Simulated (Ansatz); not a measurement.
# FHSSi: ionisation energy by level of theory

An exercise on one series of results from a longer session: the logs are not shown, and one member is left open.

Program: Ansatz 0.2.0, Gaussian basis. Level of theory: unrestricted cation, the program's frozen cores in correlated methods. These are calculated values, not measurements.

Plan: UKS PBE-D4/def2-TZVPP; UKS r2SCAN-D4/def2-TZVPP; UKS PBE0-D4/def2-TZVPP; UKS B3LYP-D4/def2-TZVPP; UKS wB97X-V/def2-TZVPP; UKS wB97M-V/def2-TZVPP; UKS B2PLYP/def2-TZVPP; UHF-CCSD(T)/def2-TZVPP; UHF-CCSD(T)/def2-QZVPP; extrapolation to the limit; then −ε(HOMO) from the neutral's earlier runs with LDA (SPW92), PBE-D4, revPBE-D4, BLYP-D4, r2SCAN-D4, B97M-V, PBE0-D4, B3LYP-D4, r2SCANh-D4, r2SCAN0-D4, HSE06-D4, BHLYP-D4, CAM-B3LYP-D4, LC-ωPBE, ωB97X-V, ωB97M-V.

## The geometry

All runs share one geometry, relaxed beforehand with PBE0-D4 in a triple-zeta def2 set.

SMILES `F[Si]S`, 4 atoms, charge 0, spin multiplicity 1.

Atoms are counted from 1 here; the program's logs count them from 0.

Bond lengths: F1–Si2 1.616 Å, Si2–S3 2.154 Å, S3–H4 1.346 Å. Angles: F1–Si2–S3 99.9°, Si2–S3–H4 95.0°.

The first run:

File in.yaml:

```yaml
crystal:
  periodic: [false, false, false]
  atoms:
    - {symbol: F, position_ang: [-1.139088, -0.028588, 1.061921]}
    - {symbol: Si, position_ang: [0.081286, 0.989094, 0.768890]}
    - {symbol: S, position_ang: [0.995913, -0.000939, -0.911699]}
    - {symbol: H, position_ang: [0.117389, -1.019866, -0.939412]}
basis:
  gaussian: {orbitals: def2-TZVPP}
total_charge: 1
magnetization: {spin_polarized: true, initial_magnetization: 1}
hamiltonian: {xc: pbe, dispersion: d4}
```

Started as:

```sh
ansatz run in.yaml --threads 2 --pin off --events-out ev --progress --plain --max-ram 20480MiB --backend cpu
```

Among the steps run: Cation, UKS PBE-D4/def2-TZVPP; Cation, UKS r2SCAN-D4/def2-TZVPP; Cation, UKS PBE0-D4/def2-TZVPP; Cation, UKS B3LYP-D4/def2-TZVPP; Cation, UKS wB97X-V/def2-TZVPP; Cation, UKS wB97M-V/def2-TZVPP; Cation, UKS B2PLYP (frozen core)/def2-TZVPP; Cation, UHF-CCSD(T)/def2-TZVPP; Cation, UHF-CCSD(T)/def2-QZVPP.

One table of the session follows, with a row left open; its other results are not shown here.

It belongs to the step «Ionisation energies side by side». Orbital estimates, from the neutral's runs:

```
  functional  −ε(HOMO) (eV)
 LDA (SPW92)           6.38
      PBE-D4           6.26
   revPBE-D4           6.22
     BLYP-D4           6.13
   r2SCAN-D4           6.48
      B97M-V           6.54
     PBE0-D4              ?
    B3LYP-D4           7.18
  r2SCANh-D4           6.89
  r2SCAN0-D4           7.51
    HSE06-D4           6.97
    BHLYP-D4           8.36
CAM-B3LYP-D4           8.65
     LC-ωPBE           9.93
     ωB97X-V           9.60
     ωB97M-V           9.42
```

Estimate the missing values for PBE0-D4.

**Answer.** −ε(HOMO) (eV): 7.37. In the column «−ε(HOMO) (eV)» it lies between B3LYP-D4 (7.18) and r2SCAN0-D4 (7.51).
